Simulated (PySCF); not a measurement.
# Electric properties by functional and basis

Compound: glyoxal, C2H2O2.
InChI=1S/C2H2O2/c3-1-2-4/h1-2H

PySCF, dipoles from the SCF density, polarisabilities from static response with core orbitals frozen. Isolated species at its PBE0-D3(BJ)/def2-SVP geometry (one conformer only).

The anisotropy is √(½[(α1 − α2)² + (α2 − α3)² + (α3 − α1)²]).

```
              level  α (Å³)  anisotropy (Å³)
      LDA/def2-SVPD    4.85             2.83
      PBE/def2-SVPD    4.83             2.86
    B3LYP/def2-SVPD    4.67             2.75
     PBE0/def2-SVPD    4.61             2.71
BHandHLYP/def2-SVPD    4.48             2.65
CAM-B3LYP/def2-SVPD    4.59             2.69
  wB97X-D/def2-SVPD    4.59             2.66
  LC-wPBE/def2-SVPD    4.48             2.61
       HF/def2-SVPD    4.32             2.61
        PBE0/6-31G*    3.59             2.88
      PBE0/def2-SVP    3.66             2.71
     PBE0/def2-TZVP    4.27             2.84
```

No reference polarisability is at hand; against PBE0 in the largest diffuse basis at hand (def2-SVPD) the other PBE0 rows deviate by 6-31G* -22%, def2-SVP -20%, def2-TZVP -7%. The dipole stays under 0.05 D at every level. In one basis (def2-SVPD) the functionals order the polarisability from HF (lowest) to LDA (highest), a spread of 12%. With PBE0 the polarisability is 3.84 Å³ without diffuse functions (mean of 6-31G*, def2-SVP and def2-TZVP) and 4.61 Å³ with them (def2-SVPD).
